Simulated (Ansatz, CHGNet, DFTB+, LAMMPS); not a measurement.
## C axis length of hcp Ru: levels of theory against measurement

Reference value: 4.282 Å (measured, 293 K, not corrected to a static lattice; as tabulated in Wikipedia's data pages).

Task: What do Lennard-Jones uff-vdw, GFN1-xTB as cut by DFTB+, CHGNet-r²SCAN, LDA, PBE, rVV10, r²SCAN-D4, PBE0, Hartree–Fock give, and how far is each from the reference?

Result: 
```json
[
 {"level (code)": "Lennard-Jones uff-vdw (LAMMPS)", "value (Å)": "4.701", "difference (%)": "+9.79"},
 {"level (code)": "GFN1-xTB as cut by DFTB+", "value (Å)": "4.367", "difference (%)": "+1.99"},
 {"level (code)": "CHGNet-r²SCAN", "value (Å)": "4.258", "difference (%)": "-0.56"},
 {"level (code)": "LDA (Ansatz)", "value (Å)": "4.222", "difference (%)": "-1.40"},
 {"level (code)": "PBE (Ansatz)", "value (Å)": "4.292", "difference (%)": "+0.23"},
 {"level (code)": "rVV10 (Ansatz)", "value (Å)": "4.334", "difference (%)": "+1.21"},
 {"level (code)": "r²SCAN-D4 (Ansatz)", "value (Å)": "4.256", "difference (%)": "-0.61"},
 {"level (code)": "PBE0 (Ansatz)", "value (Å)": "4.238", "difference (%)": "-1.03"},
 {"level (code)": "Hartree–Fock (Ansatz)", "value (Å)": "4.188", "difference (%)": "-2.20"}
]
```

Leaving aside Lennard-Jones uff-vdw (doubt noted below): The reference is not for a static lattice or low temperature, so close values are not ranked against it. Off by more than 1.75 %, or 2.45 % on the side where a correction would as a rule narrow the miss (bounds picked here): GFN1-xTB as cut by DFTB+ (+1.99 %).

The reference isn't brought to a static lattice, while the calculations are for one, so the differences are not the levels' errors alone.  Lennard-Jones uff-vdw: this is a force field's van der Waals term alone, without bonds or charges. GFN1-xTB as cut by DFTB+: the method was fitted mainly to molecules. GFN1-xTB as cut by DFTB+: codes differ in how they cut the long-range tail of xTB's charge interaction in a crystal, so the value belongs to this code. Cutoffs and k meshes differ between the levels. Ansatz's density-functional and Hartree–Fock values are scalar-relativistic unless marked +SOC, with PAW data made under PBE.

Machine-learned potentials (CHGNet-r²SCAN) are trained on DFT data: a solid inside that data is no test of them.

Differences are worked out from the printed values.

Ansatz is a quantum-chemistry and plane-wave program.
